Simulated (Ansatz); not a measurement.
Input for Ansatz (development build ahead of 0.2.0):

```yaml
crystal:
  periodic: [false, false, false]
  atoms:
    - { symbol: C, position_ang: [0.0, 0.0, -0.93991] }
    - { symbol: S, position_ang: [0.0, 0.0, 0.53794] }
    - { symbol: H, position_ang: [0.0, -0.85534, -1.48375] }
    - { symbol: H, position_ang: [0.0, 0.85534, -1.48375] }
basis:
  gaussian: { orbitals: cc-pVTZ }
hamiltonian:
  xc: hf
```

The input is written out in the form of the current development build from the run's settings.

Output:

```json
{
  "Converged": "yes",
  "Total energy": "-436.53537 hartree",
  "Spin squared of the determinant": "0.000"
}
```

Caution: no unrestricted run beside it, a lower state can exist.
